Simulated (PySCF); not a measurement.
**BO: from constants to spectrum**

UHF-CCSD(T) constants of BO, ²Σ⁺ (doublet), unpaired electrons σ ↑ (B pcseg-2, O pcseg-2; no relativity (PySCF 2.14); masses 11.0093 and 15.9949 u):

| Property | Result |
| --- | --- |
| ωe | 1879.8 cm⁻¹ |
| ωexe | 10.3 cm⁻¹ |
| Be | 1.7677 cm⁻¹ |
| αe | 0.0158 cm⁻¹ |
| De to B + O | 8.22 eV |

Question: What force constant and bond length do these constants imply?

Answer: Reduced mass μred = 6.5209 u; k = 5.8918×10⁻⁷·μred·ωe² (u, cm⁻¹, mdyn/Å) = 13.6 mdyn/Å; Re = √(16.8576/(μred·Be)) (u, cm⁻¹, Å) = 1.209 Å.

Question: Estimate the centrifugal constant D from the Kratzer relation and find the Dunham coefficient a1.

Answer: D = 4Be³/ωe² = 6.25e-06 cm⁻¹; a1 = −1 − αeωe/(6Be²) = -2.58.

Correlated steps freeze 2 core orbitals. The state was picked by a PBE0 search and need not be the measured ground state.
